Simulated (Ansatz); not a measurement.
Relaxation of C$_{2}$H$_{6}$F (9 atoms, charge 0, multiplicity 2), to a largest force component of 0.03 eV/Å in at most 50 steps.

Computed with UKS PBE0/def2-SVP (Ansatz 0.2.0).

```xyz
9
Properties=species:S:1:pos:R:3:forces:R:3
H 0.262 0.330 0.055 0.01 -0.19 -0.12
C -0.784 -1.711 -0.575 -0.14 -0.16 -0.02
F 0.357 -1.692 -1.253 -0.05 0.01 0.04
C 0.543 1.296 0.467 0.25 0.42 0.15
H -1.596 -1.103 -0.986 0.07 -0.04 0.01
H -0.711 -2.001 0.477 0.02 0.01 -0.07
H -0.050 2.091 -0.006 -0.01 -0.01 0.00
H 0.367 1.309 1.551 -0.01 -0.01 -0.01
H 1.613 1.480 0.271 -0.14 -0.03 0.03
```

**Question.** Where does it end, and by what steps?

**Answer.** It converged. The force dipped under the threshold on the way, but the program's further checks kept it going. After 13 steps the energy has fallen by 0.075 eV; H6 moved furthest, 0.59 Å.

| step | energy less start (eV) | largest force component (eV/Å) | accepted |
| --- | --- | --- | --- |
| 0 | 0.0000 | 0.424 | yes |
| 1 | -0.0459 | 0.141 | yes |
| 2 | -0.0567 | 0.399 | yes |
| 3 | -0.0594 | 0.804 | yes |
| 4 | -0.0706 | 0.080 | yes |
| 5 | -0.0723 | 0.036 | yes |
| 6 | -0.0730 | 0.033 | yes |
| 7 | -0.0735 | 0.018 | yes |
| 8 | -0.0739 | 0.177 | yes |
| 9 | -0.0745 | 0.043 | yes |
| 10 | -0.0746 | 0.002 | yes |
| 11 | -0.0748 | 0.013 | yes |
| 12 | -0.0747 | 0.105 | no |
| 13 | -0.0749 | 0.018 | yes |

```xyz
9
Properties=species:S:1:pos:R:3
H 0.689 0.601 -0.051
C -0.995 -2.060 -0.659
F 0.178 -1.608 -1.088
C 0.735 1.549 0.501
H -1.872 -1.580 -1.101
H -0.988 -2.504 0.340
H 0.059 2.279 0.037
H 0.433 1.385 1.544
H 1.762 1.938 0.477
```

Time of the run: 19 s on 2 threads of AMD EPYC 7B13 (Zen 3), on a shared host, peak memory 0.18 GiB.
